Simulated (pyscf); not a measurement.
**Four-centre exchange: `[OH][Si]([F])([F])[F]` + `[NH3]` → `[OH2]` + `[NH2][Si]([F])([F])[F]`**

Gas phase, singlet surface, charge 0. Bonds broken: O1–Si2, N7–H8. Bonds formed: O1–H8, Si2–N7. Optimised with ωB97X-D3(BJ)/def2-SVP in PySCF.

Transition state (Å):

```xyz
10

O     -1.1173     1.4837     0.3691
Si    -1.7312    -0.2039    -0.2367
F     -2.0160    -1.6490    -0.9561
F     -2.9319     0.5829    -1.0088
F     -1.9110    -0.7031     1.2891
H     -1.6594     2.2444     0.1254
N      0.0072    -0.0523    -0.8612
H     -0.2025     1.1134    -0.3338
H      0.1072    -0.2137    -1.8639
H      0.6689    -0.6649    -0.3809
```

One imaginary mode, 1203i cm⁻¹; descent along it reached the two sides named, in the forms told below.

```tsv
bond	change	reactant side (Å)	saddle	product side
O1–Si2	breaks	1.666	1.895	2.460
N7–H8	breaks	1.021	1.297	3.3
O1–H8	forms	2.293	1.212	0.967
Si2–N7	forms	2.068	1.853	1.681
```

Electronic energies relative to the separated reactants (kcal/mol):

```json
[
 {"level": "ωB97X-D3(BJ)/def2-TZVP", "barrier": "23.7", "reaction energy": "+9.2", "reverse barrier": "14.5"},
 {"level": "PBE/def2-TZVP", "barrier": "20.7", "reaction energy": "+9.8", "reverse barrier": "11.0"},
 {"level": "r²SCAN/def2-TZVP", "barrier": "22.0", "reaction energy": "+10.6", "reverse barrier": "11.4"},
 {"level": "B3LYP-D3(BJ)/def2-TZVP", "barrier": "25.2", "reaction energy": "+9.9", "reverse barrier": "15.3"},
 {"level": "PBE0-D3(BJ)/def2-TZVP", "barrier": "21.4", "reaction energy": "+9.3", "reverse barrier": "12.1"},
 {"level": "M06-2X/def2-TZVP", "barrier": "23.5", "reaction energy": "+10.0", "reverse barrier": "13.5"},
 {"level": "ωB97M-D3(BJ)/def2-TZVP", "barrier": "24.5", "reaction energy": "+9.7", "reverse barrier": "14.8"},
 {"level": "HF/def2-TZVP", "barrier": "43.8", "reaction energy": "+11.2", "reverse barrier": "32.5"}
]
```

With ωB97M-D3(BJ)/def2-TZVP energies and thermal terms (ideal gas, 1 atm, RRHO with modes under 100 cm⁻¹ raised to 100, one conformer, R ln 2 for chiral ones without a mode under 150 cm⁻¹), in kcal/mol:

| T (K) | ΔH‡ | ΔG‡ | ΔH | ΔG |
|---|---|---|---|---|
| 298 | 23.5 | 35.3 | +9.3 | +9.0 |
| 600 | 23.6 | 47.4 | +9.7 | +8.4 |
| 900 | 24.2 | 59.2 | +9.8 | +7.8 |
| 1200 | 25.0 | 70.7 | +9.9 | +7.1 |

On the reactant side the descent ends in an adduct with a N–Si contact, 12.3 kcal/mol under the separated species and 36.0 kcal/mol under the saddle at ωB97X-D3(BJ)/def2-TZVP. On the product side the descent ends in a complex, 7.0 kcal/mol under the separated species and 21.5 kcal/mol under the saddle at ωB97X-D3(BJ)/def2-TZVP. What is counted as formed (N–Si) is already present as a longer contact in the reactant adduct; forming that adduct is a step of its own. One saddle was located; it need not be the lowest between these sides.
